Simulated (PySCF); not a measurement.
Species, as SMILES: [C-]#[S+] (C-S).
Geometry (B3LYP-D3(BJ)/def2-TZVP, fixed):
```xyz
2

C      0.0000     0.0000    -1.1142
S      0.0000     0.0000     0.4178
```
Charge 0, spin multiplicity 1.

Basis-set convergence of the isotropic shielding of S2 at PBE0 with PySCF. GIAO, no density fitting; atoms are numbered in the order shown. All functions are spherical. No added dispersion term, no relativity. Reference: the value in pcSseg-3, -85.04 ppm, itself unsure by roughly 3.55 ppm (its mean distance from cc-pCVQZ, cc-pV(5+d)Z, pcseg-3). Deviations are taken from unrounded values.

| basis | functions | isotropic shielding of S2 (ppm) |
|---|---|---|
| def2-SVP | 32 | 8.86 |
| def2-SVPD | 47 | 24.44 |
| pcseg-1 | 32 | -97.51 |
| aug-pcseg-1 | 50 | -72.91 |
| cc-pV(D+d)Z | 37 | -9.24 |
| aug-cc-pV(D+d)Z | 55 | 14.19 |
| 6-311G** | 44 | -89.82 |
| 6-311+G** | 52 | -77.30 |
| pcseg-2 | 64 | -78.78 |
| aug-pcseg-2 | 96 | -75.56 |
| def2-TZVP | 68 | -109.10 |
| def2-TZVPD | 83 | -106.35 |
| cc-pV(T+d)Z | 69 | -41.39 |
| aug-cc-pV(T+d)Z | 101 | -36.32 |
| def2-TZVPP | 73 | -108.88 |
| def2-TZVPPD | 88 | -106.23 |
| cc-pV(Q+d)Z | 119 | -26.81 |
| aug-cc-pV(Q+d)Z | 169 | -22.52 |
| pcseg-3 | 124 | -92.63 |
| aug-pcseg-3 | 174 | -88.17 |
| def2-QZVPP | 127 | -87.76 |
| def2-QZVPPD | 142 | -83.66 |

What the diffuse functions change, pair by pair:
- def2-SVP to def2-SVPD: 15 more functions, deviation 93.90 to 109.48 ppm
- pcseg-1 to aug-pcseg-1: 18 more functions, deviation -12.48 to 12.13 ppm
- cc-pV(D+d)Z to aug-cc-pV(D+d)Z: 18 more functions, deviation 75.79 to 99.22 ppm
- 6-311G** to 6-311+G**: 8 more functions, deviation -4.79 to 7.73 ppm
- pcseg-2 to aug-pcseg-2: 32 more functions, deviation 6.26 to 9.48 ppm
- def2-TZVP to def2-TZVPD: 15 more functions, deviation -24.06 to -21.32 ppm
- cc-pV(T+d)Z to aug-cc-pV(T+d)Z: 32 more functions, deviation 43.64 to 48.72 ppm
- def2-TZVPP to def2-TZVPPD: 15 more functions, deviation -23.85 to -21.20 ppm
- cc-pV(Q+d)Z to aug-cc-pV(Q+d)Z: 50 more functions, deviation 58.23 to 62.52 ppm
- pcseg-3 to aug-pcseg-3: 50 more functions, deviation -7.60 to -3.13 ppm
- def2-QZVPP to def2-QZVPPD: 15 more functions, deviation -2.73 to 1.37 ppm

They bring the value nearer the reference by more than 3.55 ppm in 1 of 11 pairs.
